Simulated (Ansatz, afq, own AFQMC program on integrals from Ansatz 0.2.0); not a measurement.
AFQMC on a folder of integrals that Ansatz 0.2.0 wrote.

```yaml
crystal:
  periodic: [false, false, false]
  atoms:
    - {symbol: O, position_ang: [0.000000, 0.000000, 0.000000]}
    - {symbol: H, position_ang: [0.000000, 0.000000, 0.789000]}
basis:
  gaussian: {orbitals: aug-cc-pVDZ}
total_charge: -1
magnetization: {spin_polarized: true, initial_magnetization: 2}
correlation: {method: ccsd_t, electrons: outside_noble_gas, hamiltonian_folder: ham}
```

```sh
$ ansatz run in.yaml --threads 1 --pin off --events-out ev --progress --plain --max-ram 1382MiB
```

Options of the walk:

```
--method phaseless --trial cisd --walkers 60 --populations 1 --least-time 40 --time-step 0.005 --steps-per-block 50 --equilibration-blocks 28 --max-blocks 300 --target-error 0.00034 --factor-cut 1e-05 --start spin_pure --seed 5226 --release-times 0.24,0.51,0.99,1.62,2.4 --release-step 0.03 --release-every 4 --taylor-order 6
```

Times are imaginary, in 1/Eh. The walk had a cap of 630 s.

afq prints:

```
orbitals 31  electrons 5 3  factors 212 of 302
reference energy -75.32344506 Eh
CCSD correlation -0.17328737 Eh in 10 cycles, weight of the determinant in the CISD state 0.9505
energy of the start -75.496671 Eh
 block  time / (1/Eh)  mean weight  energy / Eh
     1     0.250  0.9990  -75.496369
     2     0.500  0.9976  -75.497334
     3     0.750  0.9973  -75.498415
     4     1.000  0.9995  -75.499110
     5     1.250  1.0009  -75.498107
     8     2.000  0.9983  -75.501726
    13     3.250  1.0009  -75.501675
    25     6.250  1.0017  -75.500246
    37     9.250  0.9997  -75.498026
    49    12.250  0.9985  -75.502017
    61    15.250  0.9992  -75.498649
    73    18.250  0.9965  -75.501598
    77    19.250  1.0008  -75.496718
    85    21.250  0.9996  -75.503880
    97    24.250  1.0019  -75.500290
   109    27.250  1.0006  -75.500564
   121    30.250  0.9990  -75.499753
   133    33.250  1.0016  -75.498746
   145    36.250  0.9984  -75.499024
   157    39.250  0.9982  -75.500093
   169    42.250  0.9963  -75.499786
   181    45.250  1.0009  -75.509118
   185    46.250  0.9988  -75.500773
blocks merged  error / Eh  count
     1  0.000186  160
     2  0.000222  80
     4  0.000233  40
     8  0.000283  20
    16  0.000323  10
released: time / (1/Eh)  energy / Eh  error  mean overlap
  0.24  -75.500574  0.000299  0.9980
  0.51  -75.500586  0.000253  1.0163
  0.99  -75.500451  0.000207  1.0087
  1.62  -75.500434  0.000249  1.0098
  2.40  -75.500744  0.000314  1.0081
energy -75.500536 +/- 0.000283 Eh
(rows thinned)
```

The run passed its tests (sampling time, drift between the halves within three errors, error under three times the target), which doesn't prove that it has relaxed.

Against this walk (error 7.7 meV) on the same determinant: CCSD(T) 15.3 meV higher (within the noise), CCSDT(Q) 1.2 meV higher (within the noise). The error is statistical and leaves out the bias of the constraint. Released to 2.40 1/Eh the energy moves by -6 ± 12 meV (both errors), within twice the noise.

Cautions: constraint bias not in the error; lower spins were not checked.

The walk took 3.5 min on 1 thread of Intel(R) Xeon(R) Platinum 8259CL CPU @ 2.50GHz (Skylake/Cascade Lake) (shared host). The log's last line is the phaseless energy.

CCSDT and higher add their correlation energy to the determinant of the CCSD(T) run, since their own runs factorise the integrals more tightly (a shift of under 2 meV). A walk keeps the symmetry of its determinant, which the program's search chose and which needn't be the lowest solution, so a lower state of the same spin and another symmetry isn't excluded.
